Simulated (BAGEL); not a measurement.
**CClO+ (SMILES [O+]#CCl): HF/STO-3G (density fitting with qzvpp-jkfit)**

Aim: the energy change on altering one bond length of CClO+ at HF/STO-3G (density fitting with qzvpp-jkfit), from 2 runs. 

Program for the calculation: BAGEL 1.2.2.

### 1 The molecule

CClO+: 3 atoms, total charge +1, spin state singlet. As SMILES, `[O+]#CCl`. The shape is that of a GFN2-xTB optimisation.

Bond lengths: O1–C2 1.122 Å, C2–Cl3 1.528 Å. Angles: O1–C2–Cl3 179.7°.

### 2 The energy at HF/STO-3G (density fitting with qzvpp-jkfit)

The input, calc.json:

```json
{ "bagel" : [

{
  "title" : "molecule",
  "basis" : "sto-3g",
  "df_basis" : "qzvpp-jkfit",
  "angstrom" : true,
  "geometry" : [
    { "atom" : "O", "xyz" : [   -0.677350,    1.027910,   -0.255880 ] },
    { "atom" : "C", "xyz" : [   -0.074560,    0.109500,   -0.028570 ] },
    { "atom" : "Cl", "xyz" : [    0.751910,   -1.137410,    0.284450 ] }
  ]
},
{
  "title" : "hf",
  "charge" : 1
},
{
  "title" : "print",
  "file" : "orbitals.molden",
  "orbitals" : true
}

]}
```

On the command line:

```sh
$ BAGEL_NUM_THREADS=1 BAGEL calc.json > calc.out
```

Output:

```text
* using 1 threads per process

  ===============================================================
  ===============================================================

  *** Geometry ***

  { "atom" : "O", "xyz" : [     -1.280006,      1.942468,     -0.483543 ] },
  { "atom" : "C", "xyz" : [     -0.140898,      0.206925,     -0.053989 ] },
  { "atom" : "Cl", "xyz" : [      1.420904,     -2.149393,      0.537533 ] },

  Number of auxiliary basis functions:      280

  Since a DF basis is specified, we compute 2- and 3-index integrals:
    o Being stored without compression. Storage requirement is 0.001 GB

  Number of basis functions:       19
  Number of electrons      :       31

    * METHOD: MOLECULE                             0.04

  *** RHF ***

  === Nuclear Repulsion ===
    85.1149873790

      * DIIS with orbital gradients will be used.

  === RHF iteration (sto-3g) ===
      0       -565.30055652          0.04164389           0.00
      1       -565.37756555          0.03608571           0.00
      2       -565.46375524          0.00283807           0.00
      3       -565.46509594          0.00097153           0.00
      4       -565.46533144          0.00018224           0.00
      5       -565.46534167          0.00003257           0.00
      6       -565.46534185          0.00000187           0.00
      7       -565.46534185          0.00000062           0.00
      8       -565.46534185          0.00000010           0.00
      9       -565.46534185          0.00000002           0.00
     10       -565.46534185          0.00000001           0.00
    * SCF iteration converged.

    * Permanent dipole moment:
           (    0.166777,    -0.247509,     0.063620) a.u.

    * METHOD: HF                                   0.07

    * METHOD: PRINT                                0.00

  ===============================================================
```

It took 0.28 s on 1 thread of Arm Neoverse V2, shared host.

### 3 The distorted shape

The input, input.json:

```json
{ "bagel": [

{
  "title": "molecule",
  "basis": "sto-3g",
  "df_basis": "qzvpp-jkfit",
  "angstrom": true,
  "geometry": [
    { "atom": "O", "xyz": [   -0.858198,    1.303450,   -0.324077 ] },
    { "atom": "C", "xyz": [   -0.074560,    0.109500,   -0.028570 ] },
    { "atom": "Cl", "xyz": [    0.751910,   -1.137410,    0.284450 ] }
  ]
},
{ "title": "hf", "charge": 1 },
{ "title": "print", "file": "orbitals.molden", "orbitals": true }

]}
```

On the command line:

```sh
$ BAGEL_NUM_THREADS=1 BAGEL input.json > input.out
```

Output:

```text
* using 1 threads per process

  ===============================================================
  ===============================================================

  *** Geometry ***

  { "atom" : "O", "xyz" : [     -1.621759,      2.463164,     -0.612417 ] },
  { "atom" : "C", "xyz" : [     -0.140898,      0.206925,     -0.053989 ] },
  { "atom" : "Cl", "xyz" : [      1.420904,     -2.149393,      0.537533 ] },

  Number of auxiliary basis functions:      280

  Since a DF basis is specified, we compute 2- and 3-index integrals:
    o Being stored without compression. Storage requirement is 0.001 GB

  Number of basis functions:       19
  Number of electrons      :       31

    * METHOD: MOLECULE                             0.04

  *** RHF ***

  === Nuclear Repulsion ===
    76.8294887483

      * DIIS with orbital gradients will be used.

  === RHF iteration (sto-3g) ===
      0       -564.99945301          0.06108542           0.00
      1       -564.13952064          0.13591729           0.00
      2       -565.32260960          0.00671070           0.00
      3       -565.32779750          0.00163536           0.00
      4       -565.32828636          0.00075887           0.00
      5       -565.32836255          0.00044972           0.00
      6       -565.32841111          0.00005722           0.00
      7       -565.32841249          0.00001165           0.00
      8       -565.32841254          0.00000354           0.00
      9       -565.32841254          0.00000073           0.00
     10       -565.32841254          0.00000028           0.00
     11       -565.32841254          0.00000010           0.00
     12       -565.32841254          0.00000007           0.00
     13       -565.32841254          0.00000003           0.00
     14       -565.32841254          0.00000001           0.00
     15       -565.32841254          0.00000001           0.00
    * SCF iteration converged.

    * Permanent dipole moment:
           (   -0.009371,     0.018163,    -0.003104) a.u.

    * METHOD: HF                                   0.09

    * METHOD: PRINT                                0.00

  ===============================================================
```

Run time: 0.28 s. Hardware: 1 thread of Arm Neoverse V2, shared host.

### 4 What came out

Level: HF/STO-3G (density fitting with qzvpp-jkfit).

```
                                                         quantity          value
                                        first shape: total energy  -565.46534 Eh
                                         first shape: HOMO energy      -21.90 eV
                                         first shape: LUMO energy       -3.40 eV
                                       first shape: HOMO–LUMO gap       18.50 eV
                                    distorted shape: total energy  -565.32841 Eh
                                     distorted shape: HOMO energy      -19.94 eV
                                     distorted shape: LUMO energy       -5.59 eV
                                   distorted shape: HOMO–LUMO gap       14.34 eV
energy change with the O1–C2 bond stretched from 1.122 to 1.458 Å       3.726 eV
```

What this shows: With the O1–C2 bond stretched from 1.122 to 1.458 Å the energy rises by 3.73 eV (86 kcal/mol). The first shape isn't relaxed at this level, so the change isn't measured from a minimum. The minimal basis adds a large error of its own.
